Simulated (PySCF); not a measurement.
**LiB: energy against distance**

Set-up: Li pcseg-1, B pcseg-1; no relativity (PySCF 2.14). Energies in eV from Li + B in their ground configurations at the same level. State: ³Π (triplet), unpaired electrons σ ↑, π ↑.

All columns are PBE0. A positive dipole means Li(−)B(+).

```csv
R (Å),E (eV),μ (D),Mulliken charge on Li (basis-dependent),HOMO (eV),LUMO (eV),Mayer bond order,⟨S²⟩
1.846,-1.018,-5.27,0.42,-4.15,-1.90,0.93,2.00
1.932,-1.183,-5.41,0.44,-4.07,-1.83,0.90,2.00
2.018,-1.276,-5.55,0.45,-3.99,-1.77,0.88,2.00
2.083,-1.309,-5.65,0.46,-3.95,-1.73,0.86,2.00
2.147,-1.319,-5.75,0.46,-3.91,-1.69,0.85,2.00
2.211,-1.309,-5.84,0.47,-3.87,-1.66,0.84,2.00
2.297,-1.274,-5.94,0.47,-3.83,-1.62,0.83,2.00
2.405,-1.205,-6.04,0.46,-3.79,-1.66,0.82,2.00
2.534,-1.100,-6.10,0.45,-3.77,-1.76,0.81,2.00
2.705,-0.947,-6.06,0.42,-3.79,-1.88,0.78,2.01
```

A fit through these points gives, at Re = 2.144 Å, μ = -5.74 D and dμ/dR = -1.46 D/Å; the reduced mass is 4.285 u.

**Question.** How strong is the fundamental in the double-harmonic approximation, I = 42.26·(dμ/dR)²/μred km/mol?

**Answer.** I = 42.26·(-1.46)²/4.285 = 21.0 km/mol at PBE0.

The state was picked by a PBE0 search and need not be the measured ground state.
